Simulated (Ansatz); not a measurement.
H₂N–C⁺, triplet in cc-pVDZ: errors against UCCSDT(Q)

Geometry: that of the H2N–C, quartet, kept fixed.

```xyz
4

N     0.0000    0.0000    0.5481
C     0.0000    0.0000   -0.8171
H     0.0000    0.8633    1.0602
H     0.0000   -0.8633    1.0602
```

Basis cc-pVDZ; Ansatz 0.2.0. Correlated methods freeze the noble-gas cores, which leaves 10 electrons in 36 orbitals. Prefix R: restricted or restricted open-shell reference; prefix U: unrestricted. Active spaces: valence = (10e, 10o) chosen from the atoms' valence shells.

Full CI isn't at hand for all of this; UCCSDT(Q) serves as the reference, and is uncertain by about the last step of the cluster series. The frozen core follows each run's orbitals, which can shift R against U totals by a few meV.

Unrestricted rows (U) aren't spin-pure: their determinants' ⟨S²⟩ exceeds S(S+1) by up to 0.39, so they mix in states of higher spin. For open shells CISD is restricted-active-space CI with the open shells as a complete middle space.

The UHF ⟨S²⟩ is 2.394. The T1 diagnostic (RCCSD) is 0.0422. The largest doubles amplitude (RCCSD) is 0.126 and the T1 diagnostic (UCCSD) is 0.0582.

```json
{"level": "RHF", "E − E(UCCSDT(Q)) (meV)": "7435", "share of correlation (%)": "0.00", "wall time": "–"}
{"level": "UHF", "E − E(UCCSDT(Q)) (meV)": "6984", "share of correlation (%)": "6.06", "wall time": "–"}
{"level": "RMP2", "E − E(UCCSDT(Q)) (meV)": "1020", "share of correlation (%)": "86.28", "wall time": "–"}
{"level": "UMP2", "E − E(UCCSDT(Q)) (meV)": "1287", "share of correlation (%)": "82.69", "wall time": "–"}
{"level": "CISD", "E − E(UCCSDT(Q)) (meV)": "789", "share of correlation (%)": "89.38", "wall time": "1.4 s"}
{"level": "RCCSD", "E − E(UCCSDT(Q)) (meV)": "315", "share of correlation (%)": "95.76", "wall time": "–"}
{"level": "UCCSD", "E − E(UCCSDT(Q)) (meV)": "299", "share of correlation (%)": "95.97", "wall time": "–"}
{"level": "RCCSD(T)", "E − E(UCCSDT(Q)) (meV)": "55", "share of correlation (%)": "99.26", "wall time": "1.3 s"}
{"level": "UCCSD(T)", "E − E(UCCSDT(Q)) (meV)": "79", "share of correlation (%)": "98.93", "wall time": "1.4 s"}
{"level": "BCCD(T)", "E − E(UCCSDT(Q)) (meV)": "62", "share of correlation (%)": "99.17", "wall time": "1.5 s"}
{"level": "RCCSDT", "E − E(UCCSDT(Q)) (meV)": "25", "share of correlation (%)": "99.67", "wall time": "–"}
{"level": "UCCSDT", "E − E(UCCSDT(Q)) (meV)": "24", "share of correlation (%)": "99.67", "wall time": "–"}
{"level": "RCCSDT(Q)", "E − E(UCCSDT(Q)) (meV)": "3", "share of correlation (%)": "99.95", "wall time": "14 s"}
{"level": "CASSCF (valence space)", "E − E(UCCSDT(Q)) (meV)": "3725", "share of correlation (%)": "49.90", "wall time": "–"}
{"level": "NEVPT2 (valence space)", "E − E(UCCSDT(Q)) (meV)": "780", "share of correlation (%)": "89.51", "wall time": "4.3 s"}
{"level": "MRCISD (valence space)", "E − E(UCCSDT(Q)) (meV)": "177", "share of correlation (%)": "97.62", "wall time": "–"}
{"level": "MRCISD+Q (valence space)", "E − E(UCCSDT(Q)) (meV)": "25", "share of correlation (%)": "99.66", "wall time": "6.5 s"}
```

The correlation energy at UCCSDT(Q), counted from RHF, is -7.435 eV. That run took 12 s on 1 thread of Arm Neoverse V2, shared host.

Times hold each run's SCF and search for its determinant on a shared host, so for small cases they say little of a method's own cost; they ran on 1 thread of Arm Neoverse V2.

Natural occupations of CASSCF (valence space) about the gap: 1.977 1.969 1.896 1.003 1.001 0.105 0.026 0.020 0.019; effectively unpaired electrons, Σ n²(2−n)², 2.09.
